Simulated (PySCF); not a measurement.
## Which functional comes closest?

Molecule: 1-Butyne (C#CCC, C$_{4}$H$_{6}$).

Mapped SMILES: `[CH:1]#[C:2][CH2:3][CH3:4]`. Each H is labelled by its parent atom.

Geometry PBE0-D3(BJ)/def2-SVP throughout; GIAO in PySCF, gas phase, one conformer, non-relativistic; equivalent atoms averaged; basis pcSseg-2.

Reference values (measured; solution, not stated per compound (mostly CDCl3 or CCl4); Pretsch, Buehlmann, Badertscher, Structure Determination of Organic Compounds, 4th ed. (2009)): δ(C3) = 12.3 ppm, δ(C4) = 13.8 ppm, δ(H(C3)) = 2.16 ppm, δ(H(C4)) = 1.15 ppm, δ(C2) = 85.5 ppm, δ(C1) = 67.1 ppm. Computed shifts are taken against TMS, calculated as an isolated molecule at each level.

Q: How do the functionals HF, LDA, PBE, BLYP, BP86, OPBE, KT2, KT3, B97-D, B3LYP, PBE0, mPW1PW91, WP04, B97-2, BHandHLYP, CAM-B3LYP, wB97X-D, LC-wPBE perform against the reference? Times are CPU seconds on shared hosts with different chips, so compare them loosely.

A: 
| functional | kind | C3 | C4 | H(C3) | H(C4) | C2 | C1 | mean abs. error C | mean abs. error H | core-s |
| --- | --- | --- | --- | --- | --- | --- | --- | --- | --- | --- |
| HF | Hartree–Fock | 12.6 | 17.0 | 2.03 | 1.18 | 88.9 | 76.6 | 4.1 | 0.08 | 4.4 |
| LDA | LDA | 15.3 | 14.2 | 2.36 | 1.07 | 97.0 | 75.9 | 5.9 | 0.14 | 12 |
| PBE | GGA | 17.0 | 16.2 | 2.36 | 1.11 | 90.9 | 70.5 | 4.0 | 0.12 | 15 |
| BLYP | GGA | 17.7 | 17.2 | 2.38 | 1.17 | 89.6 | 67.6 | 3.3 | 0.12 | 15 |
| BP86 | GGA | 17.0 | 16.3 | 2.34 | 1.11 | 90.1 | 70.1 | 3.7 | 0.11 | 15 |
| OPBE | GGA | 17.6 | 16.3 | 2.36 | 1.10 | 87.4 | 69.2 | 3.0 | 0.12 | 15 |
| KT2 | GGA | 17.0 | 16.6 | 2.44 | 1.12 | 83.4 | 64.8 | 3.0 | 0.15 | 16 |
| KT3 | GGA | 18.1 | 17.4 | 2.43 | 1.15 | 81.4 | 62.8 | 4.4 | 0.14 | 14 |
| B97-D | GGA | 17.6 | 17.2 | 2.37 | 1.16 | 86.3 | 66.4 | 2.5 | 0.11 | 14 |
| B3LYP | global hybrid | 16.3 | 16.9 | 2.28 | 1.16 | 90.7 | 71.1 | 4.1 | 0.06 | 9.1 |
| PBE0 | global hybrid | 15.6 | 16.1 | 2.24 | 1.11 | 91.7 | 74.0 | 4.7 | 0.06 | 10 |
| mPW1PW91 | global hybrid | 15.8 | 16.2 | 2.23 | 1.12 | 91.3 | 73.9 | 4.6 | 0.05 | 10 |
| WP04 | global hybrid | 18.4 | 17.9 | 2.19 | 1.13 | 83.0 | 67.3 | 3.2 | 0.02 | 16 |
| B97-2 | global hybrid | 16.2 | 16.6 | 2.25 | 1.13 | 88.7 | 71.1 | 3.5 | 0.05 | 33 |
| BHandHLYP | global hybrid | 14.7 | 16.8 | 2.17 | 1.16 | 90.9 | 74.3 | 4.5 | 0.01 | 16 |
| CAM-B3LYP | range-separated hybrid | 14.9 | 16.2 | 2.17 | 1.16 | 93.2 | 74.8 | 5.1 | 0.01 | 21 |
| wB97X-D | range-separated hybrid | 15.1 | 16.3 | 2.13 | 1.12 | 92.1 | 75.0 | 4.9 | 0.03 | 20 |
| LC-wPBE | range-separated hybrid | 13.8 | 15.1 | 2.00 | 1.09 | 96.0 | 80.6 | 6.7 | 0.11 | 28 |

For ¹³C the closest is B97-D (2.5 ppm) and the furthest LC-wPBE (6.7 ppm).

For ¹H the closest is BHandHLYP (0.01 ppm, with CAM-B3LYP, WP04, wB97X-D practically level) and the furthest KT2 (0.15 ppm). One molecule is a small sample, and vibrational and solvent effects are absent from the calculation.
